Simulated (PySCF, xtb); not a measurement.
CH₃F, SMILES CF.

Harmonic wavenumbers (cm⁻¹) from GFN2-xTB run with xtb at its own minimum, in rising order: 1060, 1133, 1133, 1386, 1448, 1449, 2999, 3006, 3007.

### Question
What does PBE-D3(BJ)/def2-TZVP (PySCF 2.14.0) give at its own minimum? (The exact figures need the calculation; the answer reports its results.)

### Answer
1030, 1153, 1153, 1434, 1440, 1440, 2955, 3039, 3039. Paired by order, the mean absolute difference is 27 cm⁻¹ and the zero-point energies are 23.8 and 23.8 kcal/mol.
